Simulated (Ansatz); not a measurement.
**BeHO (doublet): the correlation ladder, def2-QZVPP**

The task here is to estimate one member of a computed series from the others.

Method: def2-QZVPP, core rule «outside noble gas», up to 2 orbitals frozen; program: Ansatz 0.2.0, Gaussian basis.

The runs, in order: UHF; ROHF; CCSD(T) on UHF.

2 further runs of the same task are left out: 2 set aside as unsound or not needed.

**The geometry**

The geometry is a PBE0/def2-TZVP stationary point (not a proven minimum).

3 atoms, charge 0, spin multiplicity 2.

Atoms are counted from 1 here; the program's logs count them from 0.

Bond lengths: O1–Be2 1.382 Å, O1–H3 0.944 Å. Angles: Be2–O1–H3 180.0°.

Geometry (Å):

```
O     0.0000    0.0000    0.1461
Be    0.0000    0.0000   -1.2356
H     0.0000    0.0000    1.0896
```

Set-up of the first run:

The input, in.yaml:

```yaml
crystal:
  periodic: [false, false, false]
  atoms:
    - {symbol: O, position_ang: [0.000000, 0.000000, 0.146067]}
    - {symbol: Be, position_ang: [0.000000, 0.000000, -1.235633]}
    - {symbol: H, position_ang: [0.000000, 0.000000, 1.089567]}
basis:
  gaussian: {orbitals: "def2-QZVPP.json"}
magnetization: {spin_polarized: true, initial_magnetization: 1}
hamiltonian: {xc: hf}
output: {orbitals: {seedname: orbitals}}
```

Run with:

```bash
$ ansatz run in.yaml --threads 1 --pin off --events-out ev --progress --plain --max-ram 2393MiB
```

Steps of the session up to this table: UHF; ROHF; CCSD(T) on UHF.

One of the session's tables, all rows but one given; the rest of the session is left out.

It belongs to the step «Misses and costs». 

```
  method  from UCCSD(T) (kJ/mol)
    ROHF                  +796.5
     UHF                       ?
    UMP2                   +30.8
   UCCSD                   +28.5
UCCSD(T)                       0
```

Q: Estimate the row for UHF from the others.

**Answer.** from UCCSD(T) (kJ/mol): +795.6. In the column «from UCCSD(T) (kJ/mol)» it lies between UMP2 (+30.8) and ROHF (+796.5).
